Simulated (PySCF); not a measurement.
# doublet [OF2]+: levels of theory compared

Aim: a comparison of 5 runs (UHF/3-21G, U-wB97M-V/cc-pVTZ, UB2PLYP/cc-pVTZ, UB3LYP/cc-pVTZ, UM06-2X/cc-pVTZ) of doublet [OF2]+. Input form: a Python script.

The calculation is run with PySCF 2.14.0.

1 further run of the same task is left out (set aside as unsound or not needed).

### 1 The molecule

[OF2]+: 3 atoms, total charge +1, spin state doublet. As SMILES of the parent species, `FOF`. The shape is that of a GFN2-xTB optimisation. That shape belongs to the parent species and isn't relaxed for this state.

Bond lengths: F1–O2 1.366 Å, O2–F3 1.366 Å. Angles: F1–O2–F3 106.0°.

### 2 The energy at UHF/3-21G (run 1)

input.py

```python
from pyscf import gto, scf

mol = gto.M(
    atom='''
F      0.956190    -0.330530     0.490900
O      0.000730     0.544900     0.060070
F     -0.956920    -0.214370    -0.550970
''',
    max_memory=1860,
    charge=1,
    basis='3-21g',
    spin=1,
    verbose=3,
)

mf = scf.UHF(mol)
mf.conv_tol = 1e-10
mf.kernel()
if not mf.converged:
    mf = mf.newton().run(mf.mo_coeff, mf.mo_occ)

e_tot = mf.e_tot
print('E = %.10f Eh' % e_tot)
```

The run is started by

```
$ OMP_NUM_THREADS=1 python input.py
```

Output:

```text
converged SCF energy = -271.533787725845  <S^2> = 1.0685729  2S+1 = 2.2965826
E = -271.5337877258 Eh
```

Run time: 0.74 s. Hardware: 1 thread of Arm Neoverse V1, shared host; peak memory 0.1 GiB.

### 3 A single-point energy at U-wB97M-V/cc-pVTZ (run 2)

job.py

```python
from pyscf import gto, dft

mol = gto.M(
    atom=[
    ('F', (0.956190, -0.330530, 0.490900)),
    ('O', (0.000730, 0.544900, 0.060070)),
    ('F', (-0.956920, -0.214370, -0.550970)),
],
    basis='cc-pvtz',
    charge=1,
    max_memory=1860,
    spin=1,
    verbose=4,
)

mf = dft.UKS(mol, xc='wb97m-v')
mf.conv_tol = 1e-10
mf.nlcgrids.level = 1
mf.grids.level = 5
mf.kernel()
if not mf.converged:
    mf = mf.newton().run(mf.mo_coeff, mf.mo_occ)

e_final = mf.e_tot
print('Final energy', e_final)
```

The run is started by

```
$ OMP_NUM_THREADS=1 python job.py
```

Output:

```text
PySCF version 2.14.0

[INPUT] num. atoms = 3
[INPUT] num. electrons = 25
[INPUT] charge = 1
[INPUT] spin (= nelec alpha-beta = 2S) = 1
[INPUT] symmetry False subgroup None
[INPUT] Mole.unit = angstrom
[INPUT] Symbol           X                Y                Z      unit          X                Y                Z       unit  Magmom
[INPUT]  1 F      0.956190000000  -0.330530000000   0.490900000000 AA    1.806937223048  -0.624611175952   0.927666554549 Bohr   0.0
[INPUT]  2 O      0.000730000000   0.544900000000   0.060070000000 AA    0.001379500071   1.029711765276   0.113515848303 Bohr   0.0
[INPUT]  3 F     -0.956920000000  -0.214370000000  -0.550970000000 AA   -1.808316723119  -0.405100589323  -1.041182402852 Bohr   0.0

nuclear repulsion = 75.4333872868266
number of shells = 27
number of NR pGTOs = 126
number of NR cGTOs = 90
basis = cc-pvtz
ecp = {}

[... 44 lines left out ...]
WARN: HOMO -0.30590276758277 >= LUMO -0.305902767582774
[... 58 lines left out ...]
converged SCF energy = -274.222426082276  <S^2> = 0.75437919  2S+1 = 2.0043744
Final energy -274.222426082276
```

Run time: 64 s. Hardware: 1 thread of Arm Neoverse V1, shared host; peak memory 0.49 GiB.

Runs 3 to 4 aren't shown in full; the table further down has their settings and results.

### 4 The energy at UM06-2X/cc-pVTZ (run 5)

calc.py

```python
from pyscf import gto, dft

mol = gto.M(
    atom='''
F      0.956190    -0.330530     0.490900
O      0.000730     0.544900     0.060070
F     -0.956920    -0.214370    -0.550970
''',
    max_memory=1860,
    basis='cc-pvtz',
    verbose=4,
    spin=1,
    charge=1,
)

mf = dft.UKS(mol)
mf.xc = 'm06-2x'
mf.conv_tol = 1e-10
mf.grids.level = 5
mf.kernel()
if not mf.converged:
    mf = mf.newton().run(mf.mo_coeff, mf.mo_occ)

e_tot = mf.e_tot
print(f'total energy: {e_tot:.8f} hartree')
```

The run is started by

```
$ OMP_NUM_THREADS=1 python calc.py
```

Output:

```text
PySCF version 2.14.0

[INPUT] num. atoms = 3
[INPUT] num. electrons = 25
[INPUT] charge = 1
[INPUT] spin (= nelec alpha-beta = 2S) = 1
[INPUT] symmetry False subgroup None
[INPUT] Mole.unit = angstrom
[INPUT] Symbol           X                Y                Z      unit          X                Y                Z       unit  Magmom
[INPUT]  1 F      0.956190000000  -0.330530000000   0.490900000000 AA    1.806937223048  -0.624611175952   0.927666554549 Bohr   0.0
[INPUT]  2 O      0.000730000000   0.544900000000   0.060070000000 AA    0.001379500071   1.029711765276   0.113515848303 Bohr   0.0
[INPUT]  3 F     -0.956920000000  -0.214370000000  -0.550970000000 AA   -1.808316723119  -0.405100589323  -1.041182402852 Bohr   0.0

nuclear repulsion = 75.4333872868266
number of shells = 27
number of NR pGTOs = 126
number of NR cGTOs = 90
basis = cc-pvtz
ecp = {}

[... 35 lines left out ...]
WARN: HOMO -0.309959818544657 >= LUMO -0.309959818544661
[... 58 lines left out ...]
converged SCF energy = -274.170974286838  <S^2> = 0.75771723  2S+1 = 2.0077024
total energy: -274.17097429 hartree
```

Run time: 46 s. Hardware: 1 thread of Arm Neoverse V1, shared host; peak memory 0.49 GiB.

### 5 The series

```csv
run,level,integration grid,nlc grid,energy (Eh),HOMO energy (eV),LUMO energy (eV),⟨S²⟩,wall time
1,UHF/3-21G,–,–,-271.533788,-28.40,-9.92,1.069,0.74 s
2,U-wB97M-V/cc-pVTZ,5,1,-274.222426,-24.20,-14.00,0.754,64 s
3,UB2PLYP/cc-pVTZ,5,–,-274.137914,-24.50,-14.36,0.764,23 s
4,UB3LYP/cc-pVTZ,5,–,-274.288957,-21.47,-16.86,0.754,20 s
5,UM06-2X/cc-pVTZ,5,–,-274.170974,-24.24,-15.40,0.758,46 s
```

### 6 Results

```
                                 quantity          value
                      run 5: total energy  -274.17097 Eh
run 5: HOMO energy (highest over α and β)      -24.24 eV
 run 5: LUMO energy (lowest over α and β)      -15.40 eV
                              run 5: ⟨S²⟩          0.758
```

In words: Totals of different functionals can't be ranked against each other. Spin contamination of the reference: run 1 ⟨S²⟩ = 1.07. All runs together took 2.6 min, the longest 64 s.
